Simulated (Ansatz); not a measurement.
Swapping H for Cl on C: the HOMO–LUMO gap

On one C centre that keeps CH3, n of the H ligands are replaced by Cl. The HOMO–LUMO gap y in eV at wB97M-V/def2-TZVPP. Shapes, held fixed at every level: PBE0-D4/def2-TZVP. Programs: Ansatz 0.2.0.

```
molecule  n  y (eV)
    C2H6  0   14.75
  C2H5Cl  1   13.23
 C2H4Cl2  2       ?
 C2H3Cl3  3   12.54
```

Task: Fit y = c + s·n to the known rows and predict C2H4Cl2.

Result: 
1. Means of the 3 rows: n = 1.33333, y = 13.507.
2. Σ(Δn)² = 4.6667, Σ(Δn·Δy) = -3.1767, so the slope is -3.1767/4.6667 = -0.68072.
3. Intercept: 13.507 − (-0.68072) × 1.33333 = 14.415. The largest residual of the fit is 0.50.
4. C2H4Cl2: 14.415 + (-0.68072) × 2 = 13.05 eV.

The run gave 13.12 eV, so the prediction is off by -0.07 eV, within the scatter of the fit. The steps per swap are uneven (-1.52, -0.11, -0.58), so a line is a poor model. Other levels give for C2H4Cl2: r2SCAN-D4/def2-TZVPP 6.75; B3LYP-D4/def2-TZVPP 8.16; BHLYP-D4/def2-TZVPP 11.13 eV. Orbital gaps aren't excitation energies, and the LUMO depends on the basis.
